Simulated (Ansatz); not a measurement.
# AlBH (quartet): B2PLYP, RPA-PBE over a scan of the scale of all distances, 6-31G

How well do these functionals follow the top wave-function level for AlBH (quartet) over a scan of the scale of all distances?

Method: 6-31G, all electrons in the functionals, frozen cores in the correlation of double hybrids and RPA; program: Ansatz 0.2.0, Gaussian basis.

The runs, in order: B2PLYP, RPA-PBE, at 0.871; 1.000; 1.130; 1.277; 1.473; 1.749; 2.007; 2.421.

16 further runs of the same task are left out: 10 that didn't finish, 6 set aside as unsound or not needed. Runs told in other sessions of the task aren't counted.

### Step 1. The geometry

The geometry derives from a PBE0/def2-TZVP stationary point (not a proven minimum). All distances are scaled together.

3 atoms, charge 0, spin multiplicity 4.

Atoms are counted from 1 here; the program's logs count them from 0.

Bond lengths: B1–Al2 1.941 Å, B1–H3 1.185 Å. Angles: Al2–B1–H3 180.0°.

Geometry (Å):

```xyz
3
AlBH
B     0.00000    0.00000    0.25190
Al    0.00000    0.00000   -1.68890
H     0.00000    0.00000    1.43700
```

No dispersion term is added.

The geometry shown and the zero of energy belong to the point 1.000. The yardstick, FCI, and other wave-function levels (R restricted, U unrestricted, valence and pair active spaces) come from earlier runs.

### Step 2. B2PLYP, 0.871

in.yaml reads:

```yaml
crystal:
  periodic: [false, false, false]
  atoms:
    - {symbol: B, position_ang: [0.000000, 0.000000, 0.219405]}
    - {symbol: Al, position_ang: [0.000000, 0.000000, -1.471032]}
    - {symbol: H, position_ang: [0.000000, 0.000000, 1.251627]}
basis:
  gaussian: {orbitals: 6-31G}
magnetization: {spin_polarized: true, initial_magnetization: 3}
hamiltonian: {xc: {name: B2PLYP}}
correlation: {electrons: outside_noble_gas}
```

Launch:

```sh
$ ansatz run in.yaml --threads 1 --pin off --events-out ev --progress --plain --max-ram 2393MiB
```

After this run come: B2PLYP, 1.000; B2PLYP, 1.130; B2PLYP, 1.277; B2PLYP, 1.473; B2PLYP, 1.749; B2PLYP, 2.007; B2PLYP, 2.421; RPA-PBE, 0.871; RPA-PBE, 1.000; RPA-PBE, 1.130; RPA-PBE, 1.277; RPA-PBE, 1.473; RPA-PBE, 1.749; RPA-PBE, 2.007; RPA-PBE, 2.421.

Q: Predict the results of all the runs planned. Wanted: span of the FCI curve; largest miss, B2PLYP; largest miss, RPA-PBE.

The runs gave:

| quantity | value |
| --- | --- |
| span of the FCI curve | 4.718 eV |
| largest miss, B2PLYP | +0.619 eV (1.473) |
| largest miss, RPA-PBE | -0.512 eV (2.421) |

**Reading.** Of the functionals, RPA-PBE keep the smallest largest miss at the points compared (at most 0.512 eV) and B2PLYP strays most (0.619 eV, at 1.473). Functionals and the yardstick converge differently with the basis, so part of each miss in 6-31G is the basis.
